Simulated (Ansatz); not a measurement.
# Structure relaxation of Cu

Theory: DFT PBEsol, scalar-relativistic, plane waves, PAW (Ansatz 0.2.0). Cutoff 420 eV, Γ-centred k mesh, Gaussian smearing, no spin polarisation in the final step.

A relaxed cell is given with its space group left out.

```
CELL_PARAMETERS angstrom
2.49470 0.00000 0.00000
-1.24735 2.16047 0.00000
0.00000 0.00000 24.56934
ATOMIC_POSITIONS crystal
Cu 0.00000 0.00000 0.37383
Cu 0.66667 0.33333 0.29000
Cu 0.33333 0.66667 0.45793
Cu 0.00000 0.00000 0.62617
Cu 0.66667 0.33333 0.54207
Cu 0.33333 0.66667 0.71000
```

Energies count from the standard state of Cu at the same level.

(1) What space group does it have?

(2) How far above the standard state of Cu does it lie?

(3) Is it a metal?

Results:

(1) P-3m1 (No. 164). Conventional cell: a = 2.495 Å, c = 24.569 Å. Cu on Wyckoff site c (2 atoms of the primitive cell) is coordinated by 12 Cu at 2.49–2.52 Å; Cu on Wyckoff site d (2 atoms of the primitive cell) has 9 Cu at 2.49–2.51 Å; Cu on Wyckoff site d (2 atoms of the primitive cell) has 12 Cu at 2.49–2.52 Å.

(2) 0.19 eV/atom.

(3) Yes, bands cross the Fermi level on the 18×18×2 mesh.

The final run used a 18×18×2 mesh on its 6-atom cell and 0.10 eV smearing. The k mesh leaves about 4 meV/atom of noise in metals. Weakly bound directions are ill-defined at this level, which has no dispersion term.

This form isn't the element's structure at ambient conditions.